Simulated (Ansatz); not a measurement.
Consider the homolysis of the C–O bond: `COC` → `[CH3]`• + `C[O]`•.

Calculated with Ansatz (gas phase, PBE0-D4/def2-TZVP geometries, no zero-point term in ΔE). CCSD(T)/CBS is the MP2 limit (def2-TZVPP, def2-QZVPP) plus CCSD(T) − MP2 in def2-TZVPP, frozen cores. This one scheme is used for every species. DFT in def2-TZVPP. HSE06 is defined as in plane-wave codes. Open shells (•) are unrestricted, without spin–orbit coupling.

| level | ΔE (kJ/mol) | difference from CCSD(T)/CBS |
| --- | --- | --- |
| LDA (SPW92) | 451.3 | 69.5 |
| PBE-D4 | 368.7 | -13.1 |
| r2SCAN-D4 | 339.8 | -42.0 |
| PBE0-D4 | 361.1 | -20.7 |
| r2SCANh-D4 | 337.9 | -43.9 |
| r2SCAN0-D4 | 335.0 | -46.8 |
| HSE06-D4 | 361.6 | -20.2 |
| ωB97X-V | 372.9 | -8.9 |
| B2PLYP | 361.6 | -20.2 |
| PBE-QIDH | 372.7 | -9.1 |
| r2SCAN0 | 333.5 | -48.3 |
| HSE06 | 357.8 | -24.0 |
| CCSD(T)/def2-SVP | 366.3 | -15.5 |
| HF/def2-QZVPP | 218.6 | -163.2 |
| HF/CBS(def2) | 218.7 | -163.1 |
| CCSD/CBS(def2) | 369.1 | -12.7 |
| CCSD(T)/CBS | 381.8 | 0 |

Largest T1 diagnostic among the species: 0.019.

From BLYP to BHLYP (50 % exact exchange), in def2-TZVPP and without D4, ΔE moves by −7.0 kJ/mol: exact exchange takes away binding that semilocal exchange gives to molecules. In def2-TZVPP, CCSD(T) changes the Hartree–Fock value by +152.0 kJ/mol (the triples alone add +12.7 kJ/mol) and MP2 by +188.0 kJ/mol; breaking electron pairs costs correlation energy, which Hartree–Fock lacks.
